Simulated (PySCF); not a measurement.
Molecule: Difluoroacetonitrile (N#CC(F)F, C₂HF₂N).

Geometry:
| atom | x (Å) | y (Å) | z (Å) |
| --- | --- | --- | --- |
| N1 | 0.459 | 2.086 | -0.340 |
| C2 | 0.215 | 0.973 | -0.155 |
| C3 | -0.114 | -0.444 | 0.118 |
| F4 | -1.046 | -0.863 | -0.748 |
| F5 | 0.986 | -1.195 | -0.023 |
| H6 | -0.500 | -0.555 | 1.147 |

Geometry PBE0-D3(BJ)/def2-SVP throughout; GIAO in PySCF 2.14.0 with density-fitted response routines, gas phase, one conformer, non-relativistic; equivalent atoms averaged; functional PBE0.

For orientation, 6-311+G(2d,p) gives these shifts δ (against NH3, TMS, CFCl3 at the same level): N1 304.9, C2 116.3, C3 101.0, F4/F5 -130.2, H6 6.06 ppm.

A run gave: N1 294.5, C2 108.6, C3 98.7, F4/F5 -115.4, H6 5.76 ppm (shifts δ (against NH3, TMS, CFCl3 at the same level)).

Q: Which basis set was used in that run?
A. IGLO-III
B. pcSseg-2
C. def2-SVP
D. 6-31G*

A: C. N1 tells them apart best: def2-SVP gives 294.5, 6-31G* gives 271.6, IGLO-III gives 312.5, pcSseg-2 gives 316.6 ppm.
